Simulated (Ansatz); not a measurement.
# SiH2, triplet in cc-pVDZ: errors against full CI

Geometry: displaced at random from a stationary point.

```yaml
atoms:
  - { symbol: Si, position_ang: [0.0085, -0.0502, -0.0005] }
  - { symbol: H, position_ang: [-0.1564, 0.7158, -1.2673] }
  - { symbol: H, position_ang: [-0.0798, 0.6834, 1.2813] }
```

Basis cc-pVDZ; Ansatz 0.2.0. Correlated methods freeze the noble-gas cores, which leaves 6 electrons in 23 orbitals. R marks a restricted (for open shells ROHF) determinant, U an unrestricted one. Active spaces: valence = (6e, 6o) chosen from the atoms' valence shells.

Full CI is exact within this basis and frozen core; it isn't the basis-set limit. The frozen core follows each run's orbitals, which can shift R against U totals by a few meV.

For open shells CISD is restricted-active-space CI with the open shells as a complete middle space.

* UHF ⟨S²⟩: 2.006
* T1 diagnostic (RCCSD): 0.0200
* largest doubles amplitude (RCCSD): 0.044
* T1 diagnostic (UCCSD): 0.0149

| level | E − E(RHF) (eV) |
| --- | --- |
| UHF | -0.0481 |
| RMP2 | -2.0149 |
| UMP2 | -2.0189 |
| RCCSD | -2.6154 |
| UCCSD | -2.6163 |
| RCCSD(T) | -2.6662 |
| UCCSD(T) | -2.6666 |

Problem. Estimate how far full CI in cc-pVDZ lies from RCCSD(T). The table doesn't fix it; the size of (T) and the diagnostics are the guide.

Solution. Full CI in cc-pVDZ lies 0.40 kcal/mol below RCCSD(T), which is 34 % of the (T) step (-1.17 kcal/mol). The diagnostics give no warning, yet the rest is a sizeable part of (T).

The other levels:

```tsv
level	E − E(full CI) (kcal/mol)	share of correlation (%)	wall time
CISD	2.92	95.28	0.33 s
BCCD(T)	0.40	99.35	0.33 s
RCCSDT	0.03	99.96	–
UCCSDT	0.02	99.97	–
RCCSDT(Q)	0.01	99.99	1.9 s
UCCSDT(Q)	0.00	100.00	1.7 s
RCCSDTQ	0.00	100.00	10 s
CASSCF (valence space)	42.67	31.06	–
NEVPT2 (valence space)	13.45	78.27	0.3 s
MRCISD (valence space)	1.76	97.16	–
MRCISD+Q (valence space)	0.08	99.86	0.57 s
```

The correlation energy at full CI, counted from RHF, is -2.684 eV. That run took 3.1 s on 1 thread of Arm Neoverse V2, shared host over 1,563,320 determinants.

Times hold each run's SCF and search for its determinant on a shared host, so for small cases they say little of a method's own cost; they ran on 1 thread of Arm Neoverse V2.

The full-CI state has the irrep A'' of Cs, in the program's axes.

Natural occupations of full CI about the gap: 1.956 1.945 0.992 0.988 0.031 0.022 0.010 0.009 0.009 0.008; effectively unpaired electrons, Σ n²(2−n)², 2.03.
